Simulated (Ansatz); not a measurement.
Reaction (SMILES): [C](F)F (closed-shell singlet) + 3 [H][H] (H2) → C (CH4) + 2 F (HF)
B3LYP-D3(BJ)/def2-TZVP geometries, fixed; electronic energies without zero-point terms.
Largest species:
```xyz
5

C      0.0000     0.0000     0.0000
H      0.6205     0.6269     0.6390
H     -0.6429    -0.6249     0.6185
H      0.6369    -0.6328    -0.6166
H     -0.6146     0.6308    -0.6409
```
Charge 0, spin multiplicity 1.

Basis-set convergence of the energy of full hydrogenation at CCSD(T) with Ansatz (a first-principles code). All functions are spherical. Cores are frozen. A restricted Hartree-Fock determinant is unstable towards unrestricted orbitals. No added dispersion term, no relativity. Functions are those of the species that has most. Reference: Hartree-Fock in cc-pVQZ plus the correlation part extrapolated as X^-3 from cc-pVTZ and cc-pVQZ, -116.31 kcal/mol, itself unsure by roughly 0.77 kcal/mol (a third of the extrapolation step and of the last Hartree-Fock step). Deviations are taken from unrounded values. Cost is core time over that of def2-TZVPPD, rough, on shared machines of one kind; a dash marks a row that isn't timed (too short, read off another run, short of memory, by another algorithm or on other hardware).

```
basis        functions  energy of full hydrogenation (kcal/mol)  minus reference (kcal/mol)  cost
-----------  ---------  ---------------------------------------  --------------------------  ----
def2-SV(P)          42                                   -82.72                       33.59     -
def2-SVP            42                                  -108.79                        7.52     -
def2-SVPD           66                                  -122.07                       -5.77     -
def2-TZVP           93                                  -108.15                        8.16     -
def2-TZVPP          93                                  -114.07                        2.24     -
def2-TZVPD         117                                  -110.83                        5.47  0.9×
def2-TZVPPD        117                                  -115.67                        0.64    1×
def2-QZVPP         177                                  -115.91                        0.39    3×
def2-QZVPPD        195                                  -116.22                        0.09    5×
```

The smallest set listed that lies within 4 kcal/mol of the reference with all its larger relatives (same family, alike in diffuse functions; a set with none counts only in the reference's own line) is def2-TZVPP (93 functions, 2.24 kcal/mol off).
